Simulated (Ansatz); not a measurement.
**Iridium, fcc: convergence with Methfessel-Paxton smearing**

Computed with Ansatz, r²SCAN, scalar-relativistic PAW, on the relaxed cell (a = 3.846 Å; spin not included). Errors count from a run at 500 eV on a Γ-centred 23×23×23 mesh with Fermi-Dirac smearing of 0.1 eV, extrapolated to zero width. Fixed here: cutoff 500 eV, mesh 14×14×14. The SCF starts from atomic densities corrected by a trained network.

```json
{"width (eV)": "0.01", "E(σ→0) error (meV/atom)": "13.8", "F error (meV/atom)": "13.8", "P (GPa)": "-0.23", "SCF iterations": "6"}
{"width (eV)": "0.03", "E(σ→0) error (meV/atom)": "13.7", "F error (meV/atom)": "13.7", "P (GPa)": "-0.23", "SCF iterations": "6"}
{"width (eV)": "0.1", "E(σ→0) error (meV/atom)": "13.9", "F error (meV/atom)": "13.6", "P (GPa)": "-0.24", "SCF iterations": "6"}
{"width (eV)": "0.3", "E(σ→0) error (meV/atom)": "11.2", "F error (meV/atom)": "10.2", "P (GPa)": "-0.28", "SCF iterations": "6"}
{"width (eV)": "0.6", "E(σ→0) error (meV/atom)": "9.5", "F error (meV/atom)": "9.9", "P (GPa)": "-0.40", "SCF iterations": "6"}
{"width (eV)": "1.0", "E(σ→0) error (meV/atom)": "10.9", "F error (meV/atom)": "9.7", "P (GPa)": "-0.21", "SCF iterations": "6"}
```

What does the run at 0.2 give (width)?

E(σ→0) error (meV/atom): 13.0; F error (meV/atom): 12.0; P (GPa): -0.23; SCF iterations: 6.
